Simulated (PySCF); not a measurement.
# C4H6O2 (SMILES O=CCC1CO1): levels of theory compared

Wanted: a comparison of 4 runs (HF/def2-SVP, HF/aug-cc-pVDZ, B3LYP/6-31G*, B2PLYP/pcseg-1) of C4H6O2. Input form: a Python script.

Program for the calculation: PySCF 2.14.0.

**1. The molecule**

C4H6O2: 12 atoms, total charge 0, spin state singlet. SMILES: `O=CCC1CO1`. The shape is that of a PBE0-D4/def2-TZVP optimisation. This is one conformer, not always the lowest.

Bond lengths: O1–C2 1.199 Å, C2–C3 1.503 Å, C3–C4 1.505 Å, C4–C5 1.461 Å, C4–O6 1.415 Å, C5–O6 1.417 Å, C2–H7 1.112 Å, C3–H8 1.092 Å, C3–H9 1.096 Å, C4–H10 1.089 Å, C5–H11 1.088 Å, C5–H12 1.087 Å. Some angles: O1–C2–C3 124.7°, C2–C3–C4 111.0°, C3–C4–C5 121.8°, C3–C4–O6 116.8°, C5–C4–O6 59.0°, C4–C5–O6 58.9°, C4–O6–C5 62.1°, O1–C2–H7 120.6°, C3–C2–H7 114.7°, C2–C3–H8 109.3°.

**2. Energy and gradient at HF/def2-SVP (run 1)**

File input.xyz:

```xyz
12

O     -2.255600     0.354400     1.691200
C     -1.586000    -0.051500     0.783400
C     -0.609500     0.781700     0.001000
C      0.787900     0.239500     0.133800
C      1.277700    -0.843100    -0.716000
O      1.677000     0.498700    -0.936000
H     -1.649000    -1.115900     0.466100
H     -0.666700     1.817600     0.340200
H     -0.890500     0.737400    -1.057600
H      1.237800     0.350900     1.119300
H      0.622200    -1.261800    -1.476600
H      2.054700    -1.507900    -0.348700
```

File job.py:

```python
# O=CCC1CO1
from pyscf import gto, scf

mol = gto.M(
    atom='input.xyz',
    basis='def2-svp',
    verbose=4,
    max_memory=1860,
)

calc0 = scf.RHF(mol)
calc0.conv_tol = 1e-10
calc0.kernel()
if not calc0.converged:
    calc0 = calc0.newton().run(calc0.mo_coeff, calc0.mo_occ)

e_tot = calc0.e_tot
print('E = %.10f Eh' % e_tot)
grad = calc0.nuc_grad_method().kernel()
calc0.analyze()
```

On the command line:

```console
$ OMP_NUM_THREADS=1 python job.py
```

Standard output:

```text
PySCF version 2.14.0

[... 102 lines left out ...]
MO #9   energy= -1.05950319208507  occ= 2
[... 20 lines left out ...]
MO #30  energy= 0.259484654130234  occ= 0
[... 20 lines left out ...]
MO #51  energy= 0.896642819888873  occ= 0
[... 20 lines left out ...]
MO #72  energy= 1.83222146300035   occ= 0
[... 20 lines left out ...]
MO #93  energy= 2.66537992009513   occ= 0
[... 20 lines left out ...]
MO #114 energy= 4.01829404243643   occ= 0
[... 129 lines left out ...]
Dipole moment(X, Y, Z, Debye):  0.63733, -2.12324, -1.09829
```

Run time: 32 s. Hardware: 1 thread of Intel Xeon at 2.50GHz (Skylake/Cascade Lake), shared host; peak memory 0.28 GiB.

**3. Energy and gradient at HF/aug-cc-pVDZ (run 2)**

File job.py:

```python
import pyscf.grad
from pyscf import gto

mol = gto.M(
    atom='''
O     -4.262466     0.669719     3.195905
C     -2.997106    -0.097321     1.480411
C     -1.151788     1.477199     0.001890
C      1.488915     0.452589     0.252845
C      2.414503    -1.593228    -1.353044
O      3.169071     0.942406    -1.768784
H     -3.116158    -2.108745     0.880801
H     -1.259880     3.434766     0.642885
H     -1.682801     1.393484    -1.998574
H      2.339103     0.663105     2.115170
H      1.175788    -2.384456    -2.790370
H      3.882820    -2.849518    -0.658947
''',
    verbose=4,
    max_memory=1860,
    basis='aug-cc-pvdz',
    unit='bohr',
    charge=0,
)

mf = mol.RHF()
mf.conv_tol = 1e-10
mf.kernel()
if not mf.converged:
    mf = mf.newton().run(mf.mo_coeff, mf.mo_occ)

e_tot = mf.e_tot
print(f'total energy: {e_tot:.8f} hartree')
grad = mf.Gradients().kernel()
mf.analyze()
```

On the command line:

```console
$ OMP_NUM_THREADS=1 python job.py
```

Standard output:

```text
PySCF version 2.14.0

[... 115 lines left out ...]
MO #22  energy= -0.459528077842437 occ= 2
[... 33 lines left out ...]
MO #56  energy= 0.353153419601677  occ= 0
[... 33 lines left out ...]
MO #90  energy= 0.732955824231681  occ= 0
[... 33 lines left out ...]
MO #124 energy= 1.4572396466958    occ= 0
[... 33 lines left out ...]
MO #158 energy= 2.34432788181964   occ= 0
[... 33 lines left out ...]
MO #192 energy= 4.14494829893503   occ= 0
[... 207 lines left out ...]
Dipole moment(X, Y, Z, Debye):  0.82840, -2.00944, -1.28871
```

Wall time 2.8 min (1 thread of Intel Xeon at 2.50GHz (Skylake/Cascade Lake), shared host); peak memory 1.4 GiB.

Run 3 isn't shown in full; the table further down has it.

**4. The energy at B2PLYP/pcseg-1 (run 4)**

File geometry.xyz:

```xyz
12

O     -2.255600     0.354400     1.691200
C     -1.586000    -0.051500     0.783400
C     -0.609500     0.781700     0.001000
C      0.787900     0.239500     0.133800
C      1.277700    -0.843100    -0.716000
O      1.677000     0.498700    -0.936000
H     -1.649000    -1.115900     0.466100
H     -0.666700     1.817600     0.340200
H     -0.890500     0.737400    -1.057600
H      1.237800     0.350900     1.119300
H      0.622200    -1.261800    -1.476600
H      2.054700    -1.507900    -0.348700
```

File run.py:

```python
from pyscf import gto, dft, mp

mol = gto.M(
    atom='geometry.xyz',
    basis='pcseg-1',
    max_memory=1860,
    charge=0,
    verbose=4,
)

mf = dft.RKS(mol)
mf.xc = '0.53*HF + 0.47*B88, 0.73*LYP'
mf.conv_tol = 1e-10
mf.grids.level = 5
mf.kernel()
if not mf.converged:
    mf = mf.newton().run(mf.mo_coeff, mf.mo_occ)

pt = mp.MP2(mf, frozen=6).run()
energy = mf.e_tot + 0.27 * pt.e_corr
print('PT2 part  %.8f' % (0.27 * pt.e_corr))
print('E = %.10f Eh' % energy)
dip = mf.dip_moment()
pop, q = mf.mulliken_pop()
```

On the command line:

```console
$ OMP_NUM_THREADS=1 python run.py
```

Standard output:

```text
PySCF version 2.14.0

[... 86 lines left out ...]
converged SCF energy = -305.751705133022
[... 10 lines left out ...]
Dipole moment(X, Y, Z, Debye):  0.65187, -1.99027, -1.08284
[... 127 lines left out ...]
charge of   11H =      0.11672
```

Run time: 74 s. Hardware: 1 thread of Intel Xeon at 2.50GHz (Skylake/Cascade Lake), shared host; peak memory 0.62 GiB.

**5. The series**

```tsv
run	level	Cartesian functions	integration grid	energy (Eh)	dipole moment (D)	HOMO energy (eV)	LUMO energy (eV)	wall time
1	HF/def2-SVP	no	–	-304.394655	2.47	-11.70	3.62	32 s
2	HF/aug-cc-pVDZ	no	–	-304.672142	2.53	-11.66	0.86	2.8 min
3	B3LYP/6-31G* (Cartesian functions)	yes	5	-306.418027	1.97	-7.06	-0.87	99 s
4	B2PLYP/pcseg-1	no	5	-306.051242	2.36	-9.21	0.68	74 s
```

**6. Results**

| quantity | value |
| --- | --- |
| run 4: total energy | -306.05124 Eh |
| run 4: dipole moment (SCF part) | 2.36 D |
| run 4: HOMO energy (SCF part's orbitals) | -9.21 eV |
| run 4: LUMO energy (SCF part's orbitals) | 0.68 eV |
| run 4: HOMO–LUMO gap (SCF part's orbitals) | 9.88 eV |

The dipole moment (its size) runs from 1.97 D (B3LYP/6-31G*) to 2.53 D (HF/aug-cc-pVDZ). The two ends differ in method and basis. The HOMO–LUMO gap runs from 6.19 eV (B3LYP/6-31G*) to 15.32 eV (HF/def2-SVP). Totals of different functionals can't be ranked against each other. All runs together took 6.2 min, the longest 2.8 min.
